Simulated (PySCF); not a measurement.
## Relaxation of triplet [ClF2]+

These are results of UPBE0 in PySCF with Cl def2-TZVP, F def2-TZVP; no relativity; density-fitted integrals, not measurements. A (50,194) grid was used.

A hand-made bent start, of C2v symmetry, held to at least that symmetry:

```xyz
3
charge 1 multiplicity 3, angstrom
Cl    0.0000    0.0000   -0.4771
F     1.3085    0.0000    0.4391
F    -1.3085    0.0000    0.4391
```

Question: What forces act on the atoms at the start (eV/Å)?

Answer: 
```tsv
atom	Fx	Fy	Fz
Cl1	0.00	0.00	1.41
F2	2.94	0.00	-0.70
F3	-2.94	0.00	-0.70
```

Question: What does it relax to?

Answer: It ends at C2v with Cl–F 1.591 Å (×2); F–Cl–F 155.9° (after a last refinement on a finer grid). A frequency run shows a minimum. Other isomers or separated fragments may lie lower.

Question: How much energy is released, and in how many steps?

Answer: 148.1 kJ/mol in 6 steps.

At this level a singlet minimum of C2v symmetry lies 139 kJ/mol below this structure.
